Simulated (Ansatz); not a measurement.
C2H, doublet: energies of several shapes or isomers

Calculated in Ansatz's Gaussian-basis code; BCCD by scripts on PySCF. Nonrelativistic, STO-3G, 2 core orbitals frozen. A minimal or small basis: far from the basis limit. Single-reference values can break down or jump between states where bonds are stretched.

Case A:

```xyz
3

C     0.0000    0.0000    0.0000
H     0.0000    0.0000   -1.0994
C     0.0000    0.0000    1.2170
```

Case B. A bond is stretched, to 1.76 times the sum of the covalent radii.

```xyz
3

C     0.0000    0.0000    0.0000
H     0.0000    0.0000   -1.8846
C     0.0000    0.0000    1.2170
```

Energy less that of case A, in eV:

```csv
case,RCCSD,RCCSD(T),UCCSD(T),RBCCD(T)
B,+4.053,+3.975,+4.155,+3.974
```

Problem. What does full CI give for these differences?

Solution. B: +4.015 eV (92.6 kcal/mol).
